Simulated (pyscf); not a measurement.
Thermochemistry of product channels of HI + Cl atom (Cl•) on the doublet surface, in kcal/mol, from CCSD(T)/def2-TZVPP + ΔMP2(QZVPP) energies (ideal gas, 1 atm, RRHO with modes under 100 cm⁻¹ raised to 100, one conformer, R ln 2 for rigid chiral ones). Single points on ωB97X-D3(BJ)/def2-SVP structures (PySCF, gas phase). MP2 and CC: frozen core, UHF for open shells. ΔMP2 is the change of the MP2 total energy from the triple- to the quadruple-zeta basis.

```tsv
products	ΔE	ΔH(298 K)	ΔG(298 K)	ΔG(600 K)
Cl–I + H atom (H•)	?	+23.2	+23.5	+23.5
I• + hydrogen chloride (HCl)	?	-24.8	-24.6	-24.3
```

What belongs in the gaps?


- Cl–I + H atom (H•), ΔE: +25.8
- I• + hydrogen chloride (HCl), ΔE: -25.8

These are energies of the channels, which say nothing of barriers. The CCSD(T) − MP2 part came from Ansatz, without density fitting, on the same reference. The frozen core leaves the outer d or s,p core shells of the metals and heavy elements correlated in the MP2 and CC values, and def2-TZVPP describes them poorly, which can shift differences by a few kcal/mol. Left out: orbital degeneracy and the spin-orbit lowering of Cl, I, which is large for Br, Se, Te and I. Elements past Kr carry the def2 core potentials, without spin-orbit coupling.
